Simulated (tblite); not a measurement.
Distances in Å between the heavy atoms of a computed structure (GFN2-xTB; lower triangle, same order across):
```
C1    0.00
C2    1.29  0.00
C3    2.62  1.46  0.00
C4    3.09  2.44  1.51  0.00
C5    3.75  3.29  2.48  1.32  0.00
C6    3.60  3.18  2.54  1.50  2.48  0.00
```

Hydrogens: 2 on C1, 2 on C3, 2 on C5, 3 on C6.

Doublet state.

**Question.** Which heavy atoms are bonded, and with what formal order?

**Answer.** C1–C2 (double); C2–C3 (single); C3–C4 (single); C4–C5 (double); C4–C6 (single). The orders are those of one drawing; other resonance forms can be drawn.

**Question.** Which species is it?

**Answer.** `C=[C]CC(=C)C`, C6H9.

**Question.** Describe the place of each heavy atom.

**Answer.** C1: carbon bonded to C and 2 H; C2: carbon bonded to 2 C; C3: carbon bonded to 2 C and 2 H; C4: carbon bonded to 3 C; C5: carbon bonded to C and 2 H; C6: carbon bonded to C and 3 H.

The values belong to the conformer `[CH2:1]=[C:2][CH2:3][C:4](=[CH2:5])[CH3:6]`: C1–C2–C3–C4 -5°, C2–C3–C4–C5 97°.
